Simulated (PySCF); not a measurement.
Excitation energies in several basis sets

Compound: CH3NO.
SMILES with atom numbers: `[NH2:1][CH:2]=[O:3]` (hydrogens: H4, H5 on N1; H6 on C2)

Structure used (PBE0-D3(BJ)/def2-SVP), in Å, numbered top down from 1:
```xyz
6
CH3NO angstrom
N     -0.588   -0.338    0.143
C      0.568    0.313   -0.131
O      1.599   -0.211   -0.473
H     -0.622   -1.345    0.050
H     -1.424    0.161    0.410
H      0.466    1.420    0.002
```

TDDFT with PBE0 (PySCF), vertical singlets, core orbitals frozen in the response, spherical d and f functions. Isolated species at its PBE0-D3(BJ)/def2-SVP geometry, gas phase.

| basis | functions | diffuse | S1 (eV) | S2 (eV) | S3 (eV) | S4 (eV) | S5 (eV) | LUMO (eV) | α (au) |
| --- | --- | --- | --- | --- | --- | --- | --- | --- | --- |
| 6-31G* | 48 | no | 5.89 | 7.96 | 8.43 | 9.02 | 9.21 | 1.17 | 19.6 |
| def2-SVP | 57 | no | 5.84 | 7.65 | 7.91 | 8.51 | 8.67 | 1.01 | 20.2 |
| def2-SVPD | 87 | yes | 5.70 | 7.09 | 7.36 | 7.81 | 8.10 | 0.38 | 26.9 |
| aug-cc-pVDZ | 96 | yes | 5.68 | 6.39 | 6.61 | 6.96 | 7.35 | -0.31 | 27.6 |
| def2-TZVP | 111 | no | 5.78 | 7.28 | 7.50 | 8.19 | 8.37 | 0.61 | 24.2 |
| def2-TZVPD | 141 | yes | 5.69 | 6.71 | 6.93 | 7.41 | 7.80 | 0.14 | 27.8 |
| aug-cc-pVTZ | 207 | yes | 5.69 | 6.40 | 6.64 | 6.96 | 7.36 | -0.34 | 27.9 |

Compare the sets with the largest diffuse one.

States are compared by their number. Against the largest diffuse basis here (aug-cc-pVTZ, itself not a converged limit), sets without diffuse functions differ by up to 0.20 eV in S1 and 1.86 eV in S5; the smaller diffuse sets differ by up to 0.01 and 0.74 eV. State by state, the largest deviation of a set without diffuse functions is S1 0.20, S2 1.55, S3 1.79, S4 2.06, S5 1.86 eV. The same number needn't mean the same state in each row. Against aug-cc-pVTZ the polarisability deviates by -30% in 6-31G*, -28% in def2-SVP, -4% in def2-SVPD, -1% in aug-cc-pVDZ, -13% in def2-TZVP, -1% in def2-TZVPD.
